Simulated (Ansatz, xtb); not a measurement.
Ranking isomers of C3H5FO

3 gas-phase structures of C3H5FO, from a drawn sample of its isomers (lower ones may exist). Each was relaxed with GFN2-xTB:

A. `O[C@@H]1C[C@H]1F`, a singlet
B. `OC1(F)CC1`, a singlet
C. `O[C@@H]1C[C@@H]1F`, a singlet

Task: Which do you expect lowest at r2SCAN-D4/def2-SVP, and how would the others follow?

Result: Calculated order at r2SCAN-D4/def2-SVP: B (0.000), A (0.430), C (0.491) eV.

Energies above the lowest of each column, in eV; the last columns are at PBE0-D3(BJ)/def2-SVP geometries:

```tsv
structure	GFN2-xTB	HF/STO-3G	r2SCAN-D4/def2-SVP	PBE0-D3(BJ)/def2-SVP	CCSD(T)/def2-SVP + ΔMP2/def2-TZVPP
B	0.000	0.000	0.000	0.000	0.000
A	0.304	0.280	0.430	0.418	0.384
C	0.301	0.332	0.491	0.464	0.448
```

Every level run on B puts it lowest or level with the lowest. Flexible structures stand in one conformer each, not always the lowest. ΔMP2 is the change of the MP2 energy from the smaller to the larger basis.

Programs: Ansatz 0.2.0, xtb 6.7.1.
